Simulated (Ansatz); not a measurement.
# Copper, fcc under PBE: from relaxation to bulk modulus

Aim: take copper in the fcc structure, relax it, solve it on a dense k-mesh, switch on spin-orbit coupling, then scale the cell to 7 volumes from 88 to 112 % of the relaxed one and try a fit of the equation of state. The k-meshes are 15×15×15 for the relaxation; 24×24×24 for the dense run; 15×15×15 for spin-orbit coupling; 24×24×24 for the volumes. It starts from a deposited cell (COD).

Computed with Ansatz 0.2.0 (DFT PBE, plane waves (420 eV) with PAW, scalar-relativistic, unless a step says otherwise).

## 1. The starting structure

It takes space group Fm-3m (No. 225, cubic). Conventional cell: a = 3.615 Å, b = 3.615 Å, c = 3.615 Å, α = 90.00°, β = 90.00°, γ = 90.00°. Cu (site symmetry m-3m) has 12 Cu at 2.56 Å as nearest neighbours.

Structure file:

```
CELL_PARAMETERS angstrom
0.00000 1.80748 1.80748
1.80748 0.00000 1.80748
1.80748 1.80748 0.00000
ATOMIC_POSITIONS crystal
Cu 0.00000 0.00000 0.00000
```

## 2. Relaxation of the cell

input.yaml reads:

```yaml
crystal:
  lattice:
    - [0.0, 1.80748, 1.80748]
    - [1.80748, 0.0, 1.80748]
    - [1.80748, 1.80748, 0.0]
  atoms:
    - { symbol: Cu, position: [0.0, 0.0, 0.0] }
hamiltonian:
  xc: pbe
  pseudopotentials:
    kind: paw
    azcp:
      Cu: "pseudopotentials/Cu.paw.azcp"
basis:
  ecutwfc: 420
  fft_grid_basis: typed
kpoints:
  mp_grid: { grid: [15, 15, 15], shift: [0, 0, 0] }
magnetization:
  spin_polarized: false
scf:
  occupations: { method: fermi_dirac, width: 0.1 }
relax:
  max_steps: 60
  f_tol: 0.01
  cell: {}
```

After this run come: Dense single point; Spin-orbit coupling switched on; Volume × 0.88; Volume × 0.92; Volume × 0.96; Volume × 1.0; Volume × 1.04; Volume × 1.08; Volume × 1.12.

What does the calculation give? Wanted: space group; conventional cell; volume; shortest distance; gap on the mesh; V₀, B₀, B₀′.

**Answer**, as computed:

```
                      quantity                         value
space group (spins left aside)               Fm-3m (No. 225)
             conventional cell                   a = 3.629 Å
                        volume                11.950 Å³/atom
             shortest distance                       2.566 Å
   against the measured volume       +1.2 % (11.810 Å³/atom)
               gap on the mesh  none (levels filled in part)
                   V₀, B₀, B₀′  11.955 Å³/atom, 141 GPa, 5.0
```

**Reading.** Against experiment, PBE misses the volume by +1.2 %. The deposited cell holds zero-point motion and, unless taken cold, thermal expansion, so the miss against a static lattice is larger still. Levels at the Fermi energy are filled in part, as in a metal. The total energy of the spin-orbit run lies -0.37 eV/atom from the scalar one, but the two kinds of run don't share a zero of energy: only differences within one kind count. The fitted modulus is 141 GPa.
